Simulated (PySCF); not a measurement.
Ligands exchanged one at a time, Al F-SiH3. Isolated molecules, 0 K electronic values unless said otherwise. Strings in code marks are SMILES.

The four lowest singlet excitations (Tamm–Dancoff). The numbers are results of B3LYP-D3(BJ)/def2-TZVP // PBE0-D4/def2-TZVP run with PySCF, not measurements. B3LYP has the VWN-RPA correlation part, as in Gaussian. Excitations are Tamm–Dancoff values on a coarser integration grid. The basis has no diffuse functions, so Rydberg states are missing or too high.

```tsv
state	energy (eV)	wavelength (nm)	oscillator strength
S1	8.16	152	0.000
S2	8.64	144	0.000
S3	8.64	144	0.000
S4	8.96	138	0.066
```

Say which member gives these states.
A. `[F][Al]([SiH3])[SiH3]`
B. `[F][Al]([F])[F]`
C. `[F][Al]([F])[SiH3]`

B, `[F][Al]([F])[F]`
